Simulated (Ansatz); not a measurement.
## Yb, one cell by several methods

```xyz
1
Lattice="0.0000 2.6113 2.6113 2.6113 0.0000 2.6113 2.6113 2.6113 0.0000" Properties=species:S:1:pos:R:3 pbc="T T T"
Yb    0.0000    0.0000    0.0000
```

The cell was built from the fcc type and relaxed in the same program, and has space group Fm-3m; it needn't be a known or the stable phase.

Where the f shell is localised, expect the real compound to differ from this run without U.

Spin–orbit coupling is left out, though it moves levels of the heavy atoms by tenths of an eV or more.

Levels of theory: DFT, PBE, PAW with Ansatz's default frozen-core files, scalar-relativistic (Ansatz 0.2.0); DFT, PBE, all-electron PAW with datasets made for the crystal, scalar-relativistic (Ansatz 0.2.0); DFT, PBE, all-electron LAPW, scalar-relativistic (Ansatz 0.2.0).

For PAW: a Γ-centred 13×13×13 k mesh, Fermi–Dirac smearing of 0.05 eV, cutoff 420 eV, no spin polarisation. The crystal-made all-electron datasets (AE datasets) take a cutoff of 280 eV at this cell. LAPW targets a basis error of 0.25 meV/atom. The Ansatz runs share mesh, smearing and spin set-up. Plane-wave (PAW) pressures include the program's estimate of the Pulay term.

Stress and pressure are positive in compression.

Levels count from the Fermi level.

```
                      quantity     PAW  AE datasets    LAPW
                pressure (GPa)    0.02         0.03    0.03
highest filled level at U (eV)  -0.176       -0.176  -0.176
  lowest empty level at U (eV)   0.099        0.099   0.099
highest filled level at Γ (eV)  -0.320       -0.320  -0.320
  lowest empty level at Γ (eV)   2.865        2.866   2.866
highest filled level at X (eV)  -0.348       -0.348  -0.348
  lowest empty level at X (eV)   0.068        0.069   0.069
```

PAW's pressure differs from the LAPW value by about 0.01 GPa or less.
